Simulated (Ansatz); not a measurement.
Rock-salt BaO, treated with RPBE (PAW; Ansatz, a first-principles code).

Total energies, extrapolated to zero smearing (they compare only within this program, potentials and cutoff; free atoms with spin allowed, lowest state found):

```json
[
 {"system": "rock-salt BaO, relaxed", "energy (eV/atom)": "-3265.4392"},
 {"system": "free Ba atom", "energy (eV/atom)": "-5957.5429"},
 {"system": "free O atom", "energy (eV/atom)": "-564.0530"}
]
```

Problem. Work out the cohesive energy per atom.

Solution. E_coh = [1 × (-5957.5429) + 1 × (-564.0530)]/2 − (-3265.4392) = 4.64 eV/atom. The reference value is 5.08 ± 0.03 eV/atom (worked out here from tabulated enthalpies at 298 K, copied from a table, unchecked, brought to a static lattice with a Debye model, atoms in their spin–orbit ground levels; inputs from the CRC Handbook), a difference of -0.44 eV/atom.

The PAW data were made under PBE.
